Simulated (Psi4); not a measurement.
Psi4 input (wB97X-D/6-311+G**):

```
memory 1500 MB

molecule {
0 1
C    -0.01831353   -0.22571553    1.21152738
N    -0.01645639    0.58055635    0.00241189
C    -0.04281511   -0.21633908   -1.21261938
H     0.79457957   -0.96984525    1.25371388
H     0.06101238    0.42028397    2.08676885
H    -0.96384423   -0.76890494    1.28362309
H     0.79201558    1.18956731   -0.00340397
H     0.76900106   -0.96005667   -1.27698220
H     0.01885451    0.43641726   -2.08426242
H    -0.98965234   -0.75902850   -1.26978846
symmetry c1
no_reorient
no_com
}

set {
  basis 6-311+G**
  reference rks
  scf_type pk
  dft_radial_points 99
  dft_spherical_points 590
  e_convergence 1e-8
  d_convergence 1e-7
  maxiter 150
}

e = energy('wb97x-d')
print_out(f'\nFINAL {e:.10f} DIPOLE {variable("CURRENT DIPOLE")[0]:.6f} {variable("CURRENT DIPOLE")[1]:.6f} {variable("CURRENT DIPOLE")[2]:.6f}\n')
```

Output:

```
   => Loading Basis Set <=

    Name: 6-311+G**
    Role: ORBITAL
    Keyword: BASIS
    atoms 1, 3 entry C          line   129 file 6-311pgss.gbs
    atoms 2    entry N          line   150 file 6-311pgss.gbs
    atoms 4-10 entry H          line    42 file 6-311pgss.gbs

   => WB97X-D: Empirical Dispersion <=

    Chai and Head-Gordon Dispersion Correction
    Chai, J.-D.; Head-Gordon, M. (2010), J. Chem. Phys., 132: 6615-6620

        s6 =       1.000000

         ---------------------------------------------------------
                                   SCF
               by Justin Turney, Rob Parrish, Andy Simmonett
                          and Daniel G. A. Smith
                              RKS Reference
         ---------------------------------------------------------

  ==> Geometry <==

    Molecular point group: c1
    Full point group: C1

    Geometry (in Angstrom), charge = 0, multiplicity = 1:

       Center              X                  Y                   Z               Mass
    ------------   -----------------  -----------------  -----------------  -----------------
         C           -0.018313530000    -0.225715530000     1.211527380000    12.000000000000
         N           -0.016456390000     0.580556350000     0.002411890000    14.003074004430
         C           -0.042815110000    -0.216339080000    -1.212619380000    12.000000000000
         H            0.794579570000    -0.969845250000     1.253713880000     1.007825032230
         H            0.061012380000     0.420283970000     2.086768850000     1.007825032230
         H           -0.963844230000    -0.768904940000     1.283623090000     1.007825032230
         H            0.792015580000     1.189567310000    -0.003403970000     1.007825032230
         H            0.769001060000    -0.960056670000    -1.276982200000     1.007825032230
         H            0.018854510000     0.436417260000    -2.084262420000     1.007825032230
         H           -0.989652340000    -0.759028500000    -1.269788460000     1.007825032230

  Running in c1 symmetry.

  Rotational constants: A =      1.15793  B =      0.31091  C =      0.27444 [cm^-1]
  Rotational constants: A =  34713.79388  B =   9320.72063  C =   8227.41525 [MHz]
  Nuclear repulsion =   84.203703126081408

  Charge       = 0
  Multiplicity = 1
  Electrons    = 26
  Nalpha       = 13
  Nbeta        = 13

  ==> Algorithm <==

  SCF Algorithm Type is PK.
  DIIS enabled.
  MOM disabled.
  Fractional occupation disabled.
  Guess Type is SAD.
  Energy threshold   = 1.00e-08
  Density threshold  = 1.00e-07
  Integral threshold = 1.00e-12

  ==> Primary Basis <==

  Basis Set: 6-311+G**
    Blend: 6-311+G**
    Number of shells: 58
    Number of basis functions: 108
    Number of Cartesian functions: 111
    Spherical Harmonics?: true
    Max angular momentum: 2

  ==> DFT Potential <==

   => LibXC <=

    Version 7.1.2
    S. Lehtola, C. Steigemann, M. J. T. Oliveira, and M. A. L. Marques,  SoftwareX 7, 1–5 (2018) (10.1016/j.softx.2017.11.002)

   => Composite Functional: WB97X-D <=

    wB97X-D Hyb-GGA Exchange-Correlation Functional

    J.-D. Chai and M. Head-Gordon,  Phys. Chem. Chem. Phys. 10, 6615–6620 (2008) (10.1039/B810189B)

    Deriv               =              1
    GGA                 =           TRUE
    Meta                =          FALSE

    Exchange Hybrid     =           TRUE
    MP2 Hybrid          =          FALSE

   => Exchange-Correlation Functionals <=

    1.0000   wB97X-D range-separated functional

   => Exact (HF) Exchange <=

    0.7780            HF,LR [omega = 0.2000]
    0.2220               HF

   => LibXC Density Thresholds  <==

    XC_HYB_GGA_XC_WB97X_D:  1.00E-14

   => Molecular Quadrature <=

    Radial Scheme          =       TREUTLER
    Pruning Scheme         =           NONE
    Nuclear Scheme         =       TREUTLER

    Blocking Scheme        =         OCTREE
    BS radius alpha        =              1
    Pruning alpha          =              1
    Radial Points          =             99
    Spherical Points       =            590
    Total Points           =         555208
    Total Blocks           =           3922
    Max Points             =            256
    Max Functions          =            108
    Weights Tolerance      =       1.00E-15

  ==> Integral Setup <==

  Using in-core PK algorithm.
   Calculation information:
      Number of atoms:                  10
      Number of AO shells:              58
      Number of primitives:             99
      Number of atomic orbitals:       111
      Number of basis functions:       108

      Integral cutoff                 1.00e-12
      Number of threads:                 1

  Performing in-core PK
  Using 51976323 doubles for integral storage.
  We computed 1428251 shell quartets total.
  Whereas there are 1464616 unique shell quartets.

  Computing range-separated integrals for PK
  We computed 1428251 wK shell quartets total.
  Whereas there are 1464616 wK unique shell quartets.

  ==> DiskJK: Disk-Based J/K Matrices <==

    J tasked:                  Yes
    K tasked:                  Yes
    wK tasked:                 Yes
    Omega:               2.000E-01
    Schwarz Cutoff:          1E-12


  Cached 2.3% of DFT collocation blocks in 0.034 [GiB].

  Minimum eigenvalue in the overlap matrix is 6.5303548505E-04.
  Reciprocal condition number of the overlap matrix is 7.0497468571E-05.
    Using symmetric orthogonalization.

  ==> Pre-Iterations <==

  SCF Guess: Superposition of Atomic Densities via on-the-fly atomic UHF (no occupation information).

   -------------------------
    Irrep   Nso     Nmo
   -------------------------
     A        108     108
   -------------------------
    Total     108     108
   -------------------------

  ==> Iterations <==

                        Total Energy        Delta E     RMS |[F,P]|

   @RKS iter SAD:  -134.56992210618813   -1.34570e+02   0.00000e+00
   @RKS iter   1:  -134.90376437712476   -3.33842e-01   6.63550e-03 ADIIS/DIIS
   @RKS iter   2:  -134.96220162167850   -5.84372e-02   6.11008e-03 ADIIS/DIIS
   @RKS iter   3:  -135.15815794529109   -1.95956e-01   7.14804e-04 ADIIS/DIIS
   @RKS iter   4:  -135.16040030323393   -2.24236e-03   2.55311e-04 ADIIS/DIIS
   @RKS iter   5:  -135.16075232813995   -3.52025e-04   3.96139e-05 DIIS
   @RKS iter   6:  -135.16076445436619   -1.21262e-05   6.82958e-06 DIIS
   @RKS iter   7:  -135.16076496590381   -5.11538e-07   1.31274e-06 DIIS
   @RKS iter   8:  -135.16076499664010   -3.07363e-08   3.18369e-07 DIIS
   @RKS iter   9:  -135.16076499842939   -1.78929e-09   7.35575e-08 DIIS
  Energy and wave function converged.

  ==> Post-Iterations <==

   Electrons on quadrature grid:
      Ntotal   =   26.0000016877 ; deviation = 1.688e-06

    Orbital Energies [Eh]
    ---------------------

    Doubly Occupied:

       1A    -14.414644     2A    -10.295589     3A    -10.295581
       4A     -1.000941     5A     -0.798733     6A     -0.723107
       7A     -0.578633     8A     -0.530735     9A     -0.522325
      10A     -0.471050    11A     -0.448978    12A     -0.445909
      13A     -0.304538

    Virtual:

      14A      0.066399    15A      0.086210    16A      0.087972
      17A      0.098250    18A      0.119482    19A      0.123187
      20A      0.135593    21A      0.166074    22A      0.187730
      23A      0.208936    24A      0.230499    25A      0.242761
      26A      0.246302    27A      0.273753    28A      0.279682
      29A      0.292427    30A      0.306600    31A      0.308096
      32A      0.312332    33A      0.350498    34A      0.362446
      35A      0.468514    36A      0.487016    37A      0.525966
      38A      0.566379    39A      0.589914    40A      0.624035
      41A      0.655524    42A      0.693740    43A      0.697976
      44A      0.713880    45A      0.719600    46A      0.773580
      47A      0.784805    48A      0.848891    49A      0.918582
      50A      0.930049    51A      0.951316    52A      1.029561
      53A      1.112168    54A      1.121610    55A      1.284122
      56A      1.308190    57A      1.410128    58A      1.517901
      59A      1.548080    60A      1.550450    61A      1.563514
      62A      1.622918    63A      1.644045    64A      1.644690
      65A      1.697680    66A      1.740484    67A      1.759225
      68A      1.801708    69A      1.814802    70A      1.889149
      71A      1.909590    72A      2.015020    73A      2.099555
      74A      2.132709    75A      2.185867    76A      2.197080
      77A      2.267313    78A      2.325958    79A      2.465475
      80A      2.482688    81A      2.493537    82A      2.534409
      83A      2.559409    84A      2.596149    85A      2.599196
      86A      2.641629    87A      2.654136    88A      2.717723
      89A      2.746342    90A      2.771836    91A      2.801013
      92A      2.929494    93A      2.935723    94A      3.009067
      95A      3.063983    96A      3.216936    97A      3.558773
      98A      3.694939    99A      3.859593   100A      3.884334
     101A      3.897729   102A      3.932151   103A      4.255652
     104A      4.900708   105A      5.001417   106A     24.046544
     107A     24.070149   108A     35.689183

    Final Occupation by Irrep:
              A
    DOCC [    13 ]
    NA   [    13 ]
    NB   [    13 ]

  @RKS Final Energy:  -135.16076499842939

   => Energetics <=

    Nuclear Repulsion Energy =             84.2037031260814075
    One-Electron Energy =                -347.7186400945968217
    Two-Electron Energy =                 142.2103636991585063
    DFT Exchange-Correlation Energy =     -13.8530519515700838
    Empirical Dispersion Energy =          -0.0031397775023932
    VV10 Nonlocal Energy =                  0.0000000000000000
    Total Energy =                       -135.1607649984293857

Computation Completed

Properties will be evaluated at   0.000000,   0.000000,   0.000000 [a0]

Properties computed using the SCF density matrix

 Multipole Moments:

 ------------------------------------------------------------------------------------
     Multipole            Electronic (a.u.)      Nuclear  (a.u.)        Total (a.u.)
 ------------------------------------------------------------------------------------

 L = 1.  Multiply by 2.5417464519 to convert [e a0] to [Debye]
 Dipole X            :          0.3924168           -0.0000001            0.3924167
 Dipole Y            :         -0.1836375           -0.0000001           -0.1836376
 Dipole Z            :         -0.0046766           -0.0000000           -0.0046766
 Magnitude           :                                                    0.4332845

 ------------------------------------------------------------------------------------

FINAL -135.1607649984 DIPOLE 0.392417 -0.183638 -0.004677

*** Psi4 exiting successfully. Buy a developer a beer!
```
